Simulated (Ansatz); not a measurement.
Two shapes of singlet Si₂H₆.

Shape 1:

```xyz
8

Si    0.0000    0.0000   -1.1732
Si    0.0000    0.0000    1.1732
H     0.0000   -1.4036   -1.6897
H    -1.2155    0.7018   -1.6897
H     1.2155    0.7018   -1.6897
H     0.0000    1.4036    1.6897
H    -1.2155   -0.7018    1.6897
H     1.2155   -0.7018    1.6897
```

Shape 2:

```xyz
8

Si    0.0000    0.0000   -1.0794
Si    0.0000    0.0000    1.0794
H     0.0000   -1.2913   -1.5545
H    -1.1183    0.6456   -1.5545
H     1.1183    0.6456   -1.5545
H     0.0000    1.2913    1.5545
H    -1.1183   -0.6456    1.5545
H     1.1183   -0.6456    1.5545
```

Basis set: cc-pVDZ (spherical functions). Left uncorrelated: 10 orbitals. Charge 0, multiplicity 1.

Computed with Ansatz (development build ahead of 0.2.0); each method stands on the lowest determinant of its kind that the runs found.

Task: Which shape is lower in energy, and by how much in each method?

Result:

```
 method  E(2) − E(1) (eV)
    RHF             1.222
RHF-MP2             1.173
```

Shape 1 is lower. Caution: no unrestricted run beside it, a lower state can exist.
